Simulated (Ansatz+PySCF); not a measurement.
Two shapes of doublet SO2(+).

Shape 1:

```xyz
3

S     0.0000   -0.3739    0.0000
O     0.0000    0.1870    1.2575
O     0.0000    0.1870   -1.2575
```

Shape 2:

```xyz
3

S     0.0000   -0.4011    0.0000
O     0.0000    0.2005    1.3488
O     0.0000    0.2005   -1.3488
```

Basis set: cc-pVTZ on O; cc-pV(T+d)Z on S (spherical functions). Charge 1, multiplicity 2.

Computed with Ansatz (development build ahead of 0.2.0) and PySCF 2.14.0; each method stands on the lowest determinant of its kind that the runs found.

Question: Which shape is lower in energy, and by how much in each method?

Answer:

| method | E(2) − E(1) (eV) |
| --- | --- |
| ROHF | 0.339 |
| UHF | 0.182 |

Shape 1 is lower. Caution: the determinant breaks the point group. Caution for UHF: the unrestricted determinant is spin contaminated.
